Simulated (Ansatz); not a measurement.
in.yaml

```yaml
crystal:
  periodic: [false, false, false]
  atoms:
    - {symbol: Cl, position_ang: [0.000000, -0.697134, 1.696808]}
    - {symbol: Ge, position_ang: [0.000000, 0.627975, -0.046205]}
    - {symbol: Si, position_ang: [0.000000, -0.744178, -2.022417]}
basis:
  gaussian: {orbitals: def2-SVP}
total_charge: 1
magnetization: {spin_polarized: false, initial_magnetization: 2}
correlation: {method: mp2, electrons: valence}
accuracy: high
```

```sh
$ ansatz run in.yaml --threads 1 --pin off --events-out ev --progress --plain --max-ram 2393MiB
```

Output:

```
1178 factors; integrals over basis functions are off by at most 4.1e-9 eV
mean field evaluation 1: about -76814.0950 eV, gradient 2.5e1 eV
mean field evaluation 2: about -76814.1259 eV, gradient 2.5e1 eV
mean field evaluation 4: about -76817.2832 eV, gradient 3.2e0 eV
mean field evaluation 8: about -76817.4578 eV, gradient 7.1e-1 eV
mean field evaluation 16: about -76817.4764 eV, gradient 2.5e-5 eV
mean field evaluation 32: about -76816.9261 eV, gradient 2.1e-6 eV
mean field evaluation 64: about -76816.9731 eV, gradient 3.8e-1 eV
mean field evaluation 96: about -76817.4720 eV, gradient 2.3e-1 eV
mean field evaluation 128: about -76814.0058 eV, gradient 5.1e-1 eV
mean field -76817.47644173 eV, -2822.9901904779 hartree, gradient 1.7e-8 eV, S^2 2.000000; 13 other end points of the search recorded, 0 dependent functions left out
mean field evaluation 160: about -76817.6886 eV, gradient 2.9e-1 eV
mean field evaluation 192: about -76817.4038 eV, gradient 1.2e0 eV
19 core orbitals not correlated: weight in the atoms' cores, before any rotation towards them, 1.000 or more for the frozen orbitals, at most 0.000 for the correlated occupied ones
reference -76817.47644173 eV, -2822.9901904779 hartree; 13, 11 occupied and 36, 38 virtual orbitals, 1178 factors
second order -10.38363867 eV of doubles, -0.09952114 eV of singles
Total energy: -76827.95960154 eV, -2823.3754394954 hartree
```

Ran on 1 thread of Intel Xeon Platinum 8488C, shared host: 15 s wall, 0.31 GiB peak host memory.
